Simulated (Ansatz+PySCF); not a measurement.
Results of a calculation; reference values are marked as such.
## PySCF 2.14.0 run

```python
from pyscf import gto, scf, cc

mol = gto.M(atom="""
C 0.000000 0.000000 0.000000
Cl 1.081110 1.441480 3.120900
""", basis='sto-3g', charge=0, spin=3)
mf = scf.UHF(mol)
mf.kernel()
mycc = cc.CCSD(mf, frozen=6).run()
et = mycc.ccsd_t()
print(mf.e_tot, mycc.e_corr, et, mycc.e_tot + et)
```

The script is written out from the run's settings.

Output:

```yaml
Converged: yes
Reference_energy: -491.74065 hartree
CCSD_correlation_energy: -0.02025 hartree
Triples_correction: 0.00000 hartree
Total_energy: -491.76090 hartree
Spin_squared_of_the_determinant: 3.750
```
